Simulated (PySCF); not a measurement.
Mass spectrum arithmetic for `C[C@H]1C[C@H](C)C1`

Species: `C1[C@H](C)C[C@H]1C`.

All values are calculated from tables of isotopes.

Question: Find the molar and monoisotopic masses of C6H12.

Answer: For C6H12, with standard atomic weights, 6 × 12.011 + 12 × 1.008 = 84.162 g/mol. From the most abundant isotopes (12C, 1H), 6 × 12.000000 + 12 × 1.007825 = 84.0939 u.

Question: Work out the cluster of the molecular ion M+•, one line a nominal mass.

Answer: 
| nominal mass | m/z (centroid) | relative intensity |
| --- | --- | --- |
| 84 | 84.0934 | 100.0 |
| 85 | 85.0968 | 6.6 |
| 86 | 86.1002 | 0.2 |

Lines under 0.1 % of the tallest are left out. One electron mass, 0.00055 u, is taken off.

Question: Which m/z would the protonated, sodiated and deprotonated molecule have?

Answer: [M+H]+ 85.1012, [M+Na]+ 107.0831, [M−H]− 83.0866, for the monoisotopic species (arithmetic only; whether such ions form is another matter).

Question: What resolving power m/Δm just matches the spacing of the species with one 13C and with one 2H?

Answer: They lie 0.00292 u apart at mass 85.10, so m/Δm is about 29000.

Question: Elemental analysis, calculated?

Answer: C 85.63 %, H 14.37 %.

Question: Protons, neutrons, electrons, and exact less nominal mass of the monoisotopic species?

Answer: 48 protons, 36 neutrons and 48 electrons; 84.0939 − 84 = +0.0939 u.

Question: Find the degree of unsaturation and check the nitrogen rule.

Answer: (2 × 6 + 2 + 0 − 12)/2 = 1; the structure has 1 ring and 0 π bonds. The nominal mass 84 is even, with 0 nitrogens, as the rule says.
